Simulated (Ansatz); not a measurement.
# C (P6₃/mmc, No. 194, 4 atoms in the cell; start mp-47)

Method: HSE06 in Ansatz (plane waves, PAW).

Run with plane-wave cutoff 500 eV, 12×12×6 k mesh (along the axes of the cell as run), gaussian smearing 0.02 eV, scalar-relativistic PAW data made under PBE.

Cell (relaxed at this level):

```cif
data_C4
_chemical_formula_sum 'C4'
_space_group_name_H-M_alt 'P63/mmc'
_space_group_IT_number 194
_space_group_name_Hall '-P 6c 2c'
_cell_length_a 2.49341
_cell_length_b 2.49341
_cell_length_c 4.14952
_cell_angle_alpha 90.000
_cell_angle_beta 90.000
_cell_angle_gamma 120.000
loop_
_atom_site_label
_atom_site_type_symbol
_atom_site_symmetry_multiplicity
_atom_site_Wyckoff_symbol
_atom_site_fract_x
_atom_site_fract_y
_atom_site_fract_z
_atom_site_occupancy
C1 C 4 f 0.33333 0.66667 0.06275 1
```

For C (P6₃/mmc, No. 194, 4 atoms in the cell; start mp-47), the band gap is 4.33 eV (on the SCF k mesh).

Note: the relaxation could not lower the start's symmetry, so the cell can be a saddle point above a distorted one.

The computed numbers hold no vibrational or temperature effects.

It cost roughly 4 core-minutes of CPU time.

A start named mp-… is a Materials Project structure, which need not be a measured phase.

Ansatz is a quantum-chemistry and plane-wave program.
